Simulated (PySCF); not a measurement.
# BNH₄: fields and orbitals

Aim: take BNH₄ and see where an electron leaves and enters, compute its lowest excited states and localise its valence orbitals.

The runs use PySCF 2.14.0; levels as typed in each script, gas phase, geometry from GFN2-xTB.

## Step 1: The system as given

SMILES `BN`, 6 atoms, charge 0, spin multiplicity 1.

Bond lengths: B1–N2 1.378 Å, B1–H3 1.172 Å, B1–H4 1.172 Å, N2–H5 1.007 Å, N2–H6 1.007 Å. Angles: N2–B1–H3 118.9°, N2–B1–H4 118.9°, H3–B1–H4 122.1°, B1–N2–H5 123.8°, B1–N2–H6 123.8°, H5–N2–H6 112.4°.

Coordinates:

```
atom    x (Å)    y (Å)   z (Å)
  B1  -0.7740   0.0000  0.0000
  N2   0.6035   0.0000  0.0000
  H3  -1.3408   1.0253  0.0000
  H4  -1.3408  -1.0253  0.0000
  H5   1.1635  -0.8364  0.0000
  H6   1.1635   0.8365  0.0000
```

## Step 2: Removing and adding an electron (BLYP/def2-svpd)

The input, input.py:

```python
import numpy as np
from pyscf import gto, scf, dft
from pyscf.scf import atom_ks, atom_hf
from scipy.linalg import block_diag

def solve(mol, dm0=None, hcore=None):
    mf = (dft.UKS if mol.spin else dft.RKS)(mol, xc='blyp')
    mf.grids.level = 3
    mf = mf.density_fit(auxbasis='def2-universal-jkfit')
    mf.conv_tol, mf.max_cycle = 1e-8, 80
    if hcore is not None:
        mf.get_hcore = lambda *args: hcore
    mf.kernel(dm0)
    if not mf.converged:
        mf = mf.newton().run(mf.mo_coeff, mf.mo_occ, max_cycle=30)
    assert mf.converged, 'SCF not converged'
    return mf

mol = gto.M(atom='''
B     -0.77403     0.00000     0.00000
N      0.60354     0.00000     0.00000
H     -1.34080     1.02531     0.00000
H     -1.34078    -1.02533     0.00000
H      1.16347    -0.83644     0.00000
H      1.16345     0.83647     0.00000
''', basis='def2-svpd', charge=0, spin=0, verbose=4)
mf = solve(mol)
out = dict(e0=mf.e_tot, dm0=mf.make_rdm1(), c=mf.mo_coeff, occ=mf.mo_occ, eps=mf.mo_energy)
for name, dq, spin in [('cation', 1, 1), ('anion', -1, 1)]:
    ion = mol.copy().set(charge=mol.charge + dq, spin=spin).build()
    mi = solve(ion)
    if spin and dq > 0 and mol.nao < 130:
        c, _, stable, _ = mi.stability(return_status=True)
        if not stable:
            mi = solve(ion, mi.make_rdm1(c, mi.mo_occ))
    print(name, 'vertical energy change / eV', (mi.e_tot - mf.e_tot) * 27.211386)
    out.update({'e_' + name: mi.e_tot, 'dm_' + name: mi.make_rdm1(), 's2_' + name: mi.spin_square()[0], 'eps_' + name: mi.mo_energy, 'occ_' + name: mi.mo_occ})
# spherically averaged free atoms, for the promolecule
atm = atom_ks.get_atm_nrks(mol, xc='blyp')
pro = block_diag(*[(atm[a[0]][2] * atm[a[0]][3]) @ atm[a[0]][2].T for a in mol._atom])
np.savez('result.npz', pro=pro, **out)
```

The run is started by

```
$ OMP_NUM_THREADS=1 python input.py
```

## Step 4: Excited states (B3LYP/def2-svp)

The input, input.py:

```python
import numpy as np
from pyscf import gto, scf, dft, tdscf
from pyscf.scf import atom_ks, atom_hf
from scipy.linalg import block_diag

def solve(mol, dm0=None, hcore=None):
    mf = (dft.UKS if mol.spin else dft.RKS)(mol, xc='b3lyp')
    mf.grids.level = 3
    mf = mf.density_fit(auxbasis='def2-universal-jkfit')
    mf.conv_tol, mf.max_cycle = 1e-8, 80
    if hcore is not None:
        mf.get_hcore = lambda *args: hcore
    mf.kernel(dm0)
    if not mf.converged:
        mf = mf.newton().run(mf.mo_coeff, mf.mo_occ, max_cycle=30)
    assert mf.converged, 'SCF not converged'
    return mf

mol = gto.M(atom='''
B     -0.77403     0.00000     0.00000
N      0.60354     0.00000     0.00000
H     -1.34080     1.02531     0.00000
H     -1.34078    -1.02533     0.00000
H      1.16347    -0.83644     0.00000
H      1.16345     0.83647     0.00000
''', basis='def2-svp', charge=0, spin=0, verbose=4)
mf = solve(mol)
td = mf.TDA()
td.nstates, td.singlet, td.conv_tol = 6, True, 1e-5
td.kernel()
td.analyze()
x, y = np.array([p[0] for p in td.xy]), np.array([p[1] + 0 * p[0] for p in td.xy])
f, mu = td.oscillator_strength(), td.transition_dipole()
nto = [td.get_nto(state=i + 1, verbose=4) for i in range(len(td.e))]
# spherically averaged free atoms, for the promolecule
atm = atom_ks.get_atm_nrks(mol, xc='b3lyp')
pro = block_diag(*[(atm[a[0]][2] * atm[a[0]][3]) @ atm[a[0]][2].T for a in mol._atom])
np.savez('result.npz', e=td.e, f=f, ok=td.converged, w=[n[0] for n in nto], nto=[n[1] for n in nto], x=x, y=y, c=mf.mo_coeff, occ=mf.mo_occ, eps=mf.mo_energy, pro=pro, mu=mu)
```

## Step 6: Localised orbitals (M06-2X/def2-svp)

The input, input.py:

```python
import numpy as np
from pyscf import gto, scf, dft, lo
from pyscf.data.elements import chemcore

def solve(mol, dm0=None, hcore=None):
    mf = (dft.UKS if mol.spin else dft.RKS)(mol, xc='m062x')
    mf.grids.level = 3
    mf = mf.density_fit(auxbasis='def2-universal-jkfit')
    mf.conv_tol, mf.max_cycle = 1e-8, 80
    if hcore is not None:
        mf.get_hcore = lambda *args: hcore
    mf.kernel(dm0)
    if not mf.converged:
        mf = mf.newton().run(mf.mo_coeff, mf.mo_occ, max_cycle=30)
    assert mf.converged, 'SCF not converged'
    return mf

mol = gto.M(atom='''
B     -0.77403     0.00000     0.00000
N      0.60354     0.00000     0.00000
H     -1.34080     1.02531     0.00000
H     -1.34078    -1.02533     0.00000
H      1.16347    -0.83644     0.00000
H      1.16345     0.83647     0.00000
''', basis='def2-svp', charge=0, spin=0, verbose=4)
mf = solve(mol)
occ_all = mf.mo_coeff[:, mf.mo_occ > 0]
occ = occ_all[:, chemcore(mol):]
loc = lo.ibo.ibo(mol, occ, iaos=lo.iao.iao(mol, occ_all))
fock, s = mf.get_fock(), mf.get_ovlp()
ortho = lo.orth_ao(mol, 'meta_lowdin')
ortho = lo.vec_lowdin(lo.iao.iao(mol, occ_all), s)
labels = lo.iao.reference_mol(mol).ao_labels(fmt=None)
vir = lo.vvo.livvo(mol, occ_all, mf.mo_coeff[:, mf.mo_occ == 0])
both = np.hstack([loc, vir])
p = (ortho.T @ s @ both) ** 2
pop = np.array([p[[l[0] == a for l in labels]].sum(0) for a in range(mol.natm)])
spd = np.array([[p[[l[0] == a and l[2][-1] == k for l in labels]].sum(0) for k in 'spd'] for a in range(mol.natm)])
eps = np.einsum('pi,pq,qi->i', both, fock, both)
for i in np.argsort(eps):
    top = np.argsort(-pop[:, i])[:3]
    print('%3d %s %9.4f Eh ' % (i + 1, 'occ' if i < loc.shape[1] else 'vir', eps[i]), '  '.join('%s%d %.3f' % (mol.atom_symbol(a), a + 1, pop[a, i]) for a in top))
np.savez('result.npz', c=both, nocc=loc.shape[1], pop=pop, spd=spd, eps=eps, e=mf.e_tot)
```

(Steps that only read results are left out.)

What does the calculation give? Wanted: vertical ionisation energy; lowest singlet excitation.

The runs gave:

| quantity | value |
| --- | --- |
| vertical ionisation energy (BLYP/def2-svpd) | 11.21 eV |
| lowest singlet excitation (B3LYP/def2-svp) | 7.52 eV |
| localised occupied orbitals above −45 eV (M06-2X/def2-svp) | 6 |

**Reading.** The ionisation energy from two SCF runs, 11.21 eV, lies 4.0 eV above −ε(HOMO) = 7.25 eV of the same level, BLYP/def2-svpd, since self-interaction lifts this functional's HOMO. The geometry was not optimised at these levels.
